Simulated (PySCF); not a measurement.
Compound: NO+, NO (charge +1).
SMILES: `N#[O+]`

Method used: PySCF 2.14.0, PBE0-D3(BJ)/def2-SVP geometry optimisation, gas phase.

Take the most abundant isotopes and a rigid rotor. 

What are the moment of inertia and the rotational constant?

I = 8.387 u·Å², B = 505379 MHz·u·Å²/I = 60256 MHz (2.0099 cm⁻¹, or 2.892 K as hB/k). For two atoms I = μr² with μ = 7.4664 u and r = 1.0599 Å.

List the first levels of a rigid rotor in a Σ state.

E(J) = BJ(J+1): J = 1: 4.020, J = 2: 12.059, J = 3: 24.119, J = 4: 40.198, J = 5: 60.297, J = 6: 84.416 cm⁻¹.

Where do the first rotational lines fall?

The dipole is 0.43 D (about the centre of mass, as the species is charged); J+1 ← J lies at 2B(J+1): 1 ← 0 at 120.51 GHz, 2 ← 1 at 241.02 GHz, 3 ← 2 at 361.53 GHz, 4 ← 3 at 482.04 GHz, 5 ← 4 at 602.56 GHz, 6 ← 5 at 723.07 GHz.

No frequency check. These are rigid-rotor constants of the computed structure; measured ground-state constants (B0) also hold zero-point vibration.

Time: 1.3 s; peak memory 0.22 GiB. Hardware: one thread, AMD EPYC 7R43 (x86_64) (shared host). That covers the optimisation of the geometry.
